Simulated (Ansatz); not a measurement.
## NO2 (charge -1): state-averaged CASSCF

Computed with Ansatz's Gaussian-basis code (development build). State-averaged CASSCF with equal weights; occupations are averaged over the states; levels count from the state that is lowest in CASSCF. Solutions may break the symmetry of the shape. No proof that the lowest CASSCF solution was found.

Geometry:

```xyz
3

N     0.0000    0.0000   -0.4566
O     0.0000    1.0612    0.1998
O     0.0000   -1.0612    0.1998
```

Basis cc-pVDZ, nonrelativistic, 3 orbitals frozen in the corrections; active space CAS(4,3). Averaged: 2 singlets.

CASSCF levels: singlet 0.00, singlet 3.45 eV.

Q: How does SC-NEVPT2 move them?

A: singlet 0.00, singlet 3.89 eV, in the same order of listing. The lowest state stays.
